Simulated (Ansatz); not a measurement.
Two structures of Si2H3F, closed shell, reached by relaxing down either side of one saddle point (PBE0-D4/def2-TZVP). Energies are electronic, without zero-point energy. Computed with Ansatz 0.2.0 (basis: def2-TZVPP and def2-QZVPP); correlated methods freeze the cores. Extrapolation: Hartree–Fock as exp(−7.88 √X), correlation as X^−2.97. First:

| atom | x (Å) | y (Å) | z (Å) |
| --- | --- | --- | --- |
| F1 | 1.6354 | 0.4473 | -0.3378 |
| Si2 | 0.2504 | 0.2407 | 0.4546 |
| Si3 | -1.5513 | -0.7694 | -0.7214 |
| H4 | -0.7094 | -0.9169 | -1.9825 |
| H5 | 0.5572 | -0.5894 | 1.6568 |
| H6 | -0.1822 | 1.5878 | 0.9303 |

Second:

```xyz
6
angstrom
F 1.0320 -0.8321 -1.8688
Si 0.0956 0.0653 1.1947
Si -0.1233 -0.2045 -0.9619
H -1.4108 -0.6080 -1.5846
H 1.4183 0.6123 1.6002
H -1.0118 0.9671 1.6204
```

Q: Which bonds change from the first to the second?

A: Si₂H₃F ([F][SiH2][SiH]) → Si₂H₃F ([F][SiH][SiH2]); bonds formed: F1–Si3; bonds broken: F1–Si2.

Q: Give the saddle point's structure and its height above each. (Judge from chemistry; the value comes from the calculation.)

A: Computed: 25.34 kcal/mol above the first and 29.47 kcal/mol above the second (CCSD(T) at an estimated basis limit (MP2 extrapolated from triple and quadruple zeta, plus CCSD(T) − MP2 in triple zeta)).
| atom | x (Å) | y (Å) | z (Å) |
| --- | --- | --- | --- |
| F1 | 0.9947 | 0.0910 | -1.1334 |
| Si2 | -0.1789 | 0.2081 | 0.9046 |
| Si3 | -0.6960 | 0.0421 | -1.3559 |
| H4 | -0.9256 | -1.4550 | -1.4610 |
| H5 | 1.0881 | -0.3971 | 1.4099 |
| H6 | -0.2822 | 1.5110 | 1.6358 |

The T1 diagnostic stays at or below 0.030. The T1 diagnostic is large here, which may signal multireference character or strong orbital relaxation, so CCSD(T) is less sure. The restricted Hartree–Fock reference is unstable towards an unrestricted one at one or more of these structures. A large double-excitation amplitude points to some diradical character; no triplet was computed.

Labels in which every atom is bracketed show which atoms are joined, not bond orders.

For scale, one of the runs: CCSD(T)/def2-TZVPP, 157 basis functions, launched by `ansatz run in.yaml --threads 2 --pin off --events-out ev --progress --plain --max-ram 4352MiB`. Hardware: 2 CPU threads of an Arm Neoverse V1, shared host. Wall time 19 s; peak host memory 1 GiB.
